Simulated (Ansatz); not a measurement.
## CH3S, doublet: reading a ladder of total energies

Geometry: MP2(full)/6-31G*, from the G2/97 set.

```yaml
atoms:
  - { symbol: C, position_ang: [-0.0021, 1.2005, 0.0000] }
  - { symbol: S, position_ang: [-0.0021, -0.5983, 0.0000] }
  - { symbol: H, position_ang: [1.0451, 1.5214, 0.0000] }
  - { symbol: H, position_ang: [-0.4774, 1.6027, 0.8952] }
  - { symbol: H, position_ang: [-0.4774, 1.6027, -0.8952] }
```

Basis STO-3G; Ansatz 0.2.0. Only valence electrons are correlated (noble-gas cores frozen), which leaves 13 electrons in 11 orbitals. Prefix R: restricted or restricted open-shell reference; prefix U: unrestricted.

Full CI is exact within this basis and frozen core; it isn't the basis-set limit. The frozen core follows each run's orbitals, which can shift R against U totals by a few meV.

Runs differ by some tens of microhartree through their thresholds and, for an open shell, their frozen cores, so steps under 0.1 kcal/mol mean nothing.

```tsv
level	total energy (hartree)
UHF	-432.299555
UMP2	-432.364718
UCCSD	-432.387805
UCCSD(T)	-432.388197
UCCSDT	-432.388323
UCCSDT(Q)	-432.388401
UCCSDTQ	-432.388410
full CI	-432.388410
```

Problem. What is the correlation energy at full CI, and what share of it do UMP2 and UCCSD(T) recover?

Solution. E(corr) = -432.388410 − (-432.299555) = -0.088855 hartree = -2.418 eV. UMP2: -0.065163 / -0.088855 = 73.34 %. UCCSD(T): -0.088642 / -0.088855 = 99.76 %.

Problem. By how many kcal/mol does UCCSD(T) miss full CI (1 hartree = 627.509 kcal/mol), and which steps make up the rest?

Solution. -432.388197 − (-432.388410) = 0.000213 hartree = 0.13 kcal/mol. Steps: UCCSDT − UCCSD(T) = -0.08, UCCSDT(Q) − UCCSDT = -0.05, UCCSDTQ − UCCSDT(Q) = -0.01, full CI − UCCSDTQ = 0.00 kcal/mol. That is within 1 kcal/mol of the reference in this basis, which itself misses far more of the correlation at the basis-set limit.
